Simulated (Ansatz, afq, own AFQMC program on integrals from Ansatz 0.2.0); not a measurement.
BeLi⁻, singlet: AFQMC among the cluster methods

```yaml
atoms:
  - { symbol: Li, position_ang: [0.0000, 0.0000, 0.0000] }
  - { symbol: Be, position_ang: [0.0000, 0.0000, 4.0430] }
```

Basis aug-cc-pVDZ. Only valence electrons are correlated. AFQMC by an in-house program on the Cholesky factors that Ansatz 0.2.0 writes for its CCSD(T) run. The CISD trial takes its coefficients from CCSD amplitudes. Released means that phaseless walkers are propagated on without the constraint, phases kept. Error bars are statistical, one sigma.

Determinant: UHF, the one that the program's search chose, which needn't be the lowest solution. The geometry is a point of a scan.

Full CI on the same integrals is exact in this basis and with this determinant's frozen core.

Cautions: the determinant is a saddle point among determinants of its kind; strong correlation (T1 0.162, weight of the determinant 0.64, largest double 0.14); unrestricted determinant spin contaminated (⟨S²⟩ 0.81 against 0.00).

* T1 diagnostic: 0.1621
* weight of the determinant in the CISD state: 0.641
* ⟨S²⟩ of the determinant: 0.815
* size of the correlated space: 4 electrons in 44 orbitals

Reference: full CI, correlation energy -1.863 eV. The released energy is read at 2.40 1/Eh (meV from the phaseless value at times in 1/Eh: 0 ± 13 at 0.24, -2 ± 14 at 0.51, 6 ± 12 at 0.99, 5 ± 14 at 1.62, -8 ± 13 at 2.40). The cautions show a poor starting determinant, so the rows tell how each method copes with it here, and full CI is the sure value.

```
         level  E − E(reference) (kcal/mol)  share of correlation (%)
            HF                        42.96                      0.00
           MP2                        21.85                     49.14
          CCSD                         2.83                     93.42
       CCSD(T)                         1.17                     97.28
         CCSDT                         0.20                     99.54
      CCSDT(Q)                        -0.01                    100.01
 ph-AFQMC/CISD                  0.92 ± 0.24                     97.86
released AFQMC                  0.74 ± 0.30                     98.27
```

CCSDT and higher add their correlation energy to the determinant of the CCSD(T) run, since their own runs factorise the integrals more tightly (a shift of under 2 meV). A walk keeps the symmetry of its determinant, which the program's search chose and which needn't be the lowest solution, so a lower state of the same spin and another symmetry isn't excluded. Released energies are given only where the last usable release times agree within the noise; a slower fall can still hide under it.
